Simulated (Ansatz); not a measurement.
Born–Oppenheimer molecular dynamics of ClH₅NSi (8 atoms, charge 0, multiplicity 2). It starts at the highest image of a converged band, a first-order saddle point between two minima.

Theory: UKS PBE0-D4/6-31G* (Ansatz).

```yaml
ensemble: NVE (velocity Verlet)
time_step: 0.5 fs
steps_asked: 200
starting_velocities_drawn_for: 100 K
seed: 5582
```

Frames 1 fs apart, positions in Å.

Velocities at 40 fs (Å/ps):

```
Si 1.21 2.01 7.98
Cl -1.58 -1.92 -10.51
H 2.07 -1.63 9.82
H 4.51 1.36 0.10
N 0.94 -0.57 4.01
H -8.87 -5.70 1.12
H 0.40 3.20 -0.17
H 10.66 22.24 80.47
```

```xyz
8
Properties=species:S:1:pos:R:3 time_fs=40 energy_less_start_eV=-0.633 T=916
Si -0.129 -0.084 0.229
Cl 0.106 -0.105 2.194
H 1.244 0.022 -0.260
H -1.043 1.071 -0.008
N -0.802 -1.335 -0.765
H -1.789 -1.505 -0.785
H -0.285 -2.182 -0.929
H 0.540 0.649 5.575
8
Properties=species:S:1:pos:R:3 time_fs=41 energy_less_start_eV=-0.591 T=862
Si -0.128 -0.082 0.236
Cl 0.104 -0.107 2.184
H 1.248 0.022 -0.251
H -1.038 1.072 -0.008
N -0.801 -1.335 -0.760
H -1.799 -1.511 -0.784
H -0.284 -2.180 -0.929
H 0.551 0.671 5.655
8
Properties=species:S:1:pos:R:3 time_fs=42 energy_less_start_eV=-0.543 T=800
Si -0.127 -0.080 0.243
Cl 0.103 -0.109 2.174
H 1.255 0.023 -0.245
H -1.030 1.073 -0.009
N -0.800 -1.335 -0.756
H -1.808 -1.517 -0.782
H -0.281 -2.181 -0.929
H 0.561 0.694 5.736
8
Properties=species:S:1:pos:R:3 time_fs=43 energy_less_start_eV=-0.496 T=740
Si -0.126 -0.078 0.248
Cl 0.101 -0.111 2.166
H 1.264 0.026 -0.241
H -1.022 1.074 -0.010
N -0.799 -1.335 -0.751
H -1.812 -1.521 -0.779
H -0.277 -2.183 -0.930
H 0.572 0.716 5.816
8
Properties=species:S:1:pos:R:3 time_fs=44 energy_less_start_eV=-0.458 T=690
Si -0.126 -0.076 0.252
Cl 0.100 -0.113 2.158
H 1.274 0.030 -0.238
H -1.013 1.077 -0.011
N -0.799 -1.335 -0.745
H -1.809 -1.523 -0.775
H -0.273 -2.185 -0.930
H 0.583 0.738 5.896
8
Properties=species:S:1:pos:R:3 time_fs=45 energy_less_start_eV=-0.427 T=651
Si -0.125 -0.074 0.254
Cl 0.098 -0.116 2.151
H 1.284 0.035 -0.237
H -1.004 1.080 -0.013
N -0.799 -1.335 -0.739
H -1.799 -1.523 -0.770
H -0.269 -2.186 -0.930
H 0.593 0.760 5.977
8
Properties=species:S:1:pos:R:3 time_fs=46 energy_less_start_eV=-0.404 T=622
Si -0.125 -0.072 0.255
Cl 0.097 -0.118 2.146
H 1.290 0.042 -0.237
H -0.995 1.086 -0.016
N -0.799 -1.335 -0.733
H -1.786 -1.523 -0.765
H -0.267 -2.183 -0.928
H 0.604 0.782 6.057
8
Properties=species:S:1:pos:R:3 time_fs=47 energy_less_start_eV=-0.392 T=607
Si -0.125 -0.070 0.254
Cl 0.096 -0.121 2.142
H 1.294 0.049 -0.238
H -0.986 1.094 -0.020
N -0.799 -1.336 -0.726
H -1.777 -1.522 -0.758
H -0.267 -2.178 -0.924
H 0.615 0.804 6.137
8
Properties=species:S:1:pos:R:3 time_fs=48 energy_less_start_eV=-0.399 T=615
Si -0.124 -0.068 0.251
Cl 0.094 -0.124 2.139
H 1.294 0.058 -0.240
H -0.979 1.103 -0.024
N -0.798 -1.336 -0.719
H -1.774 -1.522 -0.751
H -0.267 -2.170 -0.920
H 0.625 0.827 6.217
8
Properties=species:S:1:pos:R:3 time_fs=49 energy_less_start_eV=-0.425 T=648
Si -0.124 -0.066 0.246
Cl 0.093 -0.127 2.137
H 1.290 0.066 -0.242
H -0.972 1.114 -0.029
N -0.796 -1.336 -0.712
H -1.779 -1.522 -0.744
H -0.265 -2.163 -0.916
H 0.636 0.849 6.297
8
Properties=species:S:1:pos:R:3 time_fs=50 energy_less_start_eV=-0.461 T=694
Si -0.124 -0.064 0.240
Cl 0.092 -0.130 2.137
H 1.283 0.075 -0.246
H -0.965 1.126 -0.035
N -0.794 -1.336 -0.705
H -1.788 -1.523 -0.736
H -0.262 -2.159 -0.911
H 0.646 0.871 6.377
8
Properties=species:S:1:pos:R:3 time_fs=51 energy_less_start_eV=-0.500 T=745
Si -0.123 -0.061 0.232
Cl 0.091 -0.133 2.137
H 1.274 0.084 -0.250
H -0.959 1.138 -0.040
N -0.793 -1.335 -0.697
H -1.797 -1.524 -0.728
H -0.257 -2.158 -0.907
H 0.657 0.893 6.456
```

Of the whole run (100 fs, mean temperature of the second half 833 K): The conserved energy stayed within 0.056 meV per atom of its start (net change 0.0084 meV per atom), so the integration is sound. The kinetic energy rose, since the run started high on the potential surface and went downhill. It ends in pieces (ClH4NSi + H), so much of that is their flight and rotation, not heat. A run of 0.1 ps of so small a system gives no equilibrium averages.

Time of the run: 5 min on 1 thread of AMD EPYC 9R45 96-Core Processor (Zen 5) (shared host), peak memory 0.18 GiB.
